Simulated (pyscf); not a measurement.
This saddle point was located with ωB97X-D3(BJ)/def2-SVP in PySCF.

```
C
H 1 1.1036
H 1 1.1041 2 106.02
H 1 1.1047 2 105.65 3 -115.11
H 1 1.5392 2 77.00 4 -122.68
S 5 1.6139 1 167.57 2 176.19
H 6 1.3489 5 92.48 1 91.78
Zn 5 1.8551 1 76.66 2 178.41
H 8 1.5427 5 174.16 1 165.93
```
Charge 0, spin multiplicity 1.

Surface: singlet, charge 0. Lowest wavenumbers (cm⁻¹): 1311i, 118, 236, 254, 325.

Question: What reaction is this the transition state of?

Answer: H₃C–ZnH (SMILES [CH3][ZnH]) + H₂S (SMILES S) ⇌ CH₄ (SMILES C) + HS–ZnH (SMILES [SH][ZnH]), a four-centre exchange read from left to right: C–Zn, H–S broken and C–H, S–Zn formed. At ωB97M-D3(BJ)/def2-TZVP it lies +81.3 kJ/mol from the left side and +200.7 kJ/mol from the right (each side as separated species at their lowest minima found). On the reactant side the descent ends in a complex, 25.2 kJ/mol under the separated species and 95.4 kJ/mol under the saddle at ωB97X-D3(BJ)/def2-TZVP. At ωB97X-D3(BJ) the barrier from the zero used here is 70.1 kJ/mol. This is the saddle that the search found; another between the same sides may lie lower. Elements up to Kr have no core potential and no relativistic terms here.
